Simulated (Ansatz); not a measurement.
`[CH2]C(C)F`• → 3 C• + F• + 6 H•  (atomization)

Isolated molecules relaxed with PBE0-D4/def2-TZVP in Ansatz; ΔE leaves out vibrations. CCSD(T)/CBS is the MP2 limit (def2-TZVPP, def2-QZVPP) plus CCSD(T) − MP2 in def2-TZVPP, frozen cores. This one scheme is used for every species, atoms too. For atomizations the MP2-based limit and the directly extrapolated one differ by several kJ/mol either way, and by 10 to 25 for some Ge, Se and Sn compounds, so smaller differences from it don't rank the levels. DFT in def2-TZVPP. Open shells (•) are unrestricted, without spin–orbit coupling. Spin–orbit coupling would lower the free atoms: a little for C, F.

| level | ΔE (kJ/mol) |
| --- | --- |
| PBE-D4 | 3895.3 |
| revPBE-D4 | 3803.1 |
| ωB97M-V | 3812.3 |
| PBE | 3881.9 |
| CAM-B3LYP | 3823.5 |
| MP2/def2-TZVPP | 3762.2 |
| CCSD/def2-TZVPP | 3671.2 |
| MP2/def2-QZVPP | 3811.3 |

(1) What does CCSD(T)/CBS give? (An estimate is asked.)

Largest T1 diagnostic among the species: 0.011.

## Answers

(1) Computed: +3799.5 kJ/mol. The listed levels differ from it by 95.8, 3.6, 12.8, 82.4, 24.0, -37.3, -128.3, 11.8 kJ/mol.

From PBE to PBE0 (25 % exact exchange), in def2-TZVPP and without D4, ΔE moves by −57.3 kJ/mol: exact exchange takes away binding that semilocal exchange gives to molecules. In def2-TZVPP, CCSD(T) changes the Hartree–Fock value by +852.9 kJ/mol (the triples alone add +44.7 kJ/mol) and MP2 by +899.2 kJ/mol; breaking electron pairs costs correlation energy, which Hartree–Fock lacks. Leaving LDA and LC-ωPBE aside and taking each functional with its dispersion term where it has one, the values, not all of them listed here, spread over 182.8 kJ/mol, from BHLYP-D4 to PBE-D4. LDA lies +472.9 kJ/mol from PBE without D4, its usual overbinding.
